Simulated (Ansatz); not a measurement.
A nudged elastic band was laid between two geometries of C$_{2}$H$_{4}$Li (7 atoms, charge 0, multiplicity 2).

The calculation used UKS PBE0-D4/def2-SVP in Ansatz.

```
movable images  : 5
climbing image  : yes
spring          : 5.0 eV/Å²
optimiser       : quadratic models (default)
start path      : through a guess of the saddle point
force threshold : 0.5 eV/Å
iteration limit : 60
end points      : relaxed
```

Initial state:

```xyz
7
Properties=species:S:1:pos:R:3
Li -2.326 -0.100 0.693
C 0.119 -0.079 -0.720
C 0.647 0.112 0.493
H -0.021 -1.082 -1.135
H -0.167 0.761 -1.361
H 0.801 1.116 0.902
H 0.947 -0.728 1.128
```

Final state:

```xyz
7
Properties=species:S:1:pos:R:3
Li -2.349 -0.107 0.649
C 0.109 -0.078 -0.706
C 0.662 0.113 0.496
H -0.038 -1.081 -1.119
H -0.185 0.762 -1.345
H 0.974 -0.726 1.125
H 0.827 1.117 0.899
```

Task: Which bonds break or form, and what moves?

Result: No bond is made or broken. The dihedral H5–C2–C3–H7 goes from -179 to 1°. The two ends are copies of one structure, up to a mirror image or an exchange of like atoms.

Task: Give the energies along the band, and the barrier.

Result: The forces met the threshold. The highest image is number 3 of 0 to 6, 1.07 eV above the ends, which have the same energy within 2 meV. The threshold of 0.5 eV/Å is loose, so the images may lie well off the minimum-energy path. Another band between the same ends (5 images) ends at a top of the same energy, where a vibrational analysis finds 1 clearly imaginary mode.

```
image  path coordinate (Å)  energy (eV)  dihedral H5–C2–C3–H7 (°)
    0                 0.00         0.00                      -179
    1                 0.79         0.07                      -170
    2                 1.57         0.82                      -102
    3                 2.36         1.07                       -57
    4                 3.14         0.87                       -25
    5                 3.92         0.17                        -8
    6                 4.70         0.00                         1
```

Task: What is the geometry of the highest image?

Result: 
```xyz
7
Properties=species:S:1:pos:R:3
Li -2.221 0.265 0.071
C -0.347 -0.105 -0.470
C 0.678 0.097 0.593
H -0.236 -1.136 -0.879
H -0.070 0.515 -1.355
H 0.442 0.463 1.604
H 1.753 -0.100 0.436
```

Run time: 74 s on 1 CPU thread of a shared host.
